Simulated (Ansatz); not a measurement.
# BHS2 (SMILES B1SS1): functionals against CCSD(T) at one geometry

The task here is to estimate one member of a computed series from the others.

Computed with Ansatz 0.2.0, Gaussian basis. Level: single points in def2-TZVPP.

Cores are frozen in the correlated methods.

## Where the work starts

SMILES `B1SS1`, 4 atoms, charge 0, spin multiplicity 1.

Atoms are counted from 1 here; the program's logs count them from 0.

Bond lengths: B1–S2 1.775 Å, B1–S3 1.739 Å, B1–H4 1.067 Å, S2–S3 2.249 Å. Angles: S2–B1–S3 79.6°, S2–B1–H4 147.8°, S3–B1–H4 131.5°, B1–S2–S3 49.5°, B1–S3–S2 50.9°.

Geometry (Å):

```xyz
4
charge 0, multiplicity 1
B     0.3260   -0.1878   -0.0302
S    -0.4552    1.1138    0.8898
S    -1.2705   -0.2303   -0.7184
H     1.2321   -0.6742   -0.3159
```

The first run:

run/in.yaml reads:

```yaml
crystal:
  periodic: [false, false, false]
  atoms:
    - {symbol: B, position_ang: [0.326026, -0.187818, -0.030210]}
    - {symbol: S, position_ang: [-0.455235, 1.113831, 0.889770]}
    - {symbol: S, position_ang: [-1.270548, -0.230320, -0.718396]}
    - {symbol: H, position_ang: [1.232050, -0.674246, -0.315882]}
basis:
  gaussian: {orbitals: def2-TZVPP}
hamiltonian: {xc: pbe, dispersion: d4}
output: {forces: true}
```

Launch:

```bash
> ansatz run in.yaml --threads 2 --pin off --events-out ev --progress --plain --max-ram 3481MiB
```

Steps of the session up to this table: PBE-D4/def2-TZVPP; r2SCAN-D4/def2-TZVPP; PBE0-D4/def2-TZVPP; wB97M-V/def2-TZVPP; CCSD(T)/def2-TZVPP.

One table of the session follows, with a row left open; its other results are not shown here.

```
   method  RMS force component (eV/Å)  angle to CCSD(T) forces (°)  dipole (D)
   PBE-D4                       1.511                          2.4        0.75
r2SCAN-D4                       1.493                          6.8        0.88
  PBE0-D4                       1.549                         10.6        0.90
  wB97M-V                           ?                            ?           ?
  CCSD(T)                       1.445                    reference        0.88
```

**Question.** Estimate the row for wB97M-V.

The run gave: RMS force component (eV/Å): 1.458; angle to CCSD(T) forces (°): 10.6; dipole (D): 0.93. In the column «RMS force component (eV/Å)» it lies between CCSD(T) (1.445) and r2SCAN-D4 (1.493).
